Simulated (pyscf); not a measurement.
1,1-elimination: H₂N–SiH₂–NH₂ → H₂N–Si:–NH₂ [singlet] + hydrogen (H₂)

Gas phase, singlet surface, charge 0. Bonds broken: Si2–H6, Si2–H7. Bonds formed: H6–H7. PySCF, gas phase, ωB97X-D3(BJ)/def2-SVP geometries.

Transition state (Å):

```xyz
9

N      0.4270     0.7611    -1.3033
Si     1.0655     1.0660     0.2771
N      0.3590     0.2427     1.6279
H     -0.5554     0.6389    -1.5178
H      1.0230     0.3376    -2.0034
H      1.2331     2.5603     0.5478
H      0.1392     2.4694     0.5065
H     -0.6304     0.0508     1.7310
H      0.9251    -0.4140     2.1508
```

One imaginary mode, 1264i cm⁻¹; descent along it reached the two sides named.

```tsv
bond	change	reactant side (Å)	saddle	product side
Si2–H6	breaks	1.490	1.528	3.5
Si2–H7	breaks	1.491	1.697	4.2
H6–H7	forms	2.499	1.098	0.761
```

Electronic energies relative to the reactant's lowest minimum found (kJ/mol):

| level | barrier | reaction energy | reverse barrier |
|---|---|---|---|
| ωB97X-D3(BJ)/def2-TZVP | 321.6 | +147.6 | 174.0 |
| PBE/def2-TZVP | 269.7 | +123.4 | 146.3 |
| r²SCAN/def2-TZVP | 293.0 | +143.1 | 149.9 |
| B3LYP-D3(BJ)/def2-TZVP | 302.0 | +130.4 | 171.6 |
| PBE0-D3(BJ)/def2-TZVP | 295.0 | +144.0 | 151.0 |
| M06-2X/def2-TZVP | 311.8 | +130.6 | 181.2 |
| ωB97M-D3(BJ)/def2-TZVP | 308.2 | +131.3 | 176.9 |
| HF/def2-TZVP | 384.3 | +156.0 | 228.3 |

With ωB97M-D3(BJ)/def2-TZVP energies and thermal terms (ideal gas, 1 atm, RRHO with modes under 100 cm⁻¹ raised to 100, one conformer, R ln 2 for chiral ones without a mode under 150 cm⁻¹), in kJ/mol:

```
T (K)    ΔH‡    ΔG‡      ΔH     ΔG
-----  -----  -----  ------  -----
298    299.0  298.7  +119.5  +87.0
600    298.1  298.8  +121.9  +52.8
900    296.7  299.4  +121.2  +18.3
1200   294.9  300.6  +118.8  -15.7
```

The same reactants have a lower exit, to NH₃ + HN=SiH₂ (highest point, the separated products, at +285.9 kJ/mol at ωB97M-D3(BJ)/def2-TZVP, against +308.2 kJ/mol here). This is the saddle that the search found; another between the same sides may lie lower.
